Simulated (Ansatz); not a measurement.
The end point of a relaxation of GaP. Space group F-43m (No. 216), zinc blende type. Calculation: r2SCAN (plane waves to 500 eV, PAW, scalar-relativistic; Ansatz, a program for electronic structure).

```cif
data_Ga4P4
_chemical_formula_sum 'P4 Ga4'
_space_group_name_H-M_alt 'F-43m'
_space_group_IT_number 216
_space_group_name_Hall 'F -4 2 3'
_cell_length_a 5.45138
_cell_length_b 5.45138
_cell_length_c 5.45138
_cell_angle_alpha 90.000
_cell_angle_beta 90.000
_cell_angle_gamma 90.000
loop_
_atom_site_label
_atom_site_type_symbol
_atom_site_symmetry_multiplicity
_atom_site_Wyckoff_symbol
_atom_site_fract_x
_atom_site_fract_y
_atom_site_fract_z
_atom_site_occupancy
P1 P 4 c 0.25000 0.25000 0.25000 1
Ga1 Ga 4 a 0.00000 0.00000 0.00000 1
```
(The calculation used a cell of 2 atoms; values per cell refer to that cell.)

For GaP, the volume per atom is 20.25 Å³, the band gap comes out as 1.85 eV, indirect (valence top at Γ, conduction bottom at 87 % of the way from Γ to X) (no spin-orbit coupling) and the smallest direct gap comes out as 2.36 eV at Γ. The shortest distances is Ga–P 2.36 Å and the k-mesh comes out as 10×10×10.

No spin polarisation in the result.

Measured for GaP: a 5.439 Å (static lattice; corrected from measurement; as listed in Daniel Mejia-Rodriguez, S. B. Trickey, Phys. Rev. B (2018)); gap 2.43 eV (static lattice; corrected from measurement; as listed in Wei Chen et al., Physical Review Materials (2018)). Computed minus measured — a: r2SCAN +0.2 %; gap: r2SCAN -0.58 eV. The computed values are for a static lattice, and a measured gap can be an optical one, lowered by exciton binding.

The run could not lose the symmetry of its start; a randomly shaken copy of 2 atoms returns to this structure.

All atoms sit on sites fixed by symmetry, so only the cell could relax.
